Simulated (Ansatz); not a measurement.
C2H6O3 can be A, `CC(O)(O)O`, or B, `OCC(O)O`.

Program: Ansatz. Geometries: PBE0-D4/def2-TZVP. ΔE: electronic, gas phase. CBS: MP2 limit from def2 TZ/QZ plus the TZ coupled-cluster correction, frozen cores. DFT in def2-TZVPP. B3LYP here is the variant with VWN-RPA as its local correlation; programs differ in this. One conformer a species, not always the lowest.

Which isomer does CCSD(T)/CBS put lower? Give the gap. (An estimate is asked.)

Ansatz gave: A, by 44.4 kJ/mol.

Give E(B) − E(A) in kJ/mol with B3LYP-D4, PBE-D4, CCSD(T)/def2-TZVPP, r2SCAN-D4, CCSD/def2-TZVPP, MP2/def2-TZVPP, B3LYP. (An estimate is asked.)

Ansatz gave: B3LYP-D4 40.8, PBE-D4 41.1, CCSD(T)/def2-TZVPP 44.5, r2SCAN-D4 48.3, CCSD/def2-TZVPP 44.2, MP2/def2-TZVPP 46.4, B3LYP 40.5. None reverses the order clearly.

Largest T1 diagnostic: 0.011.
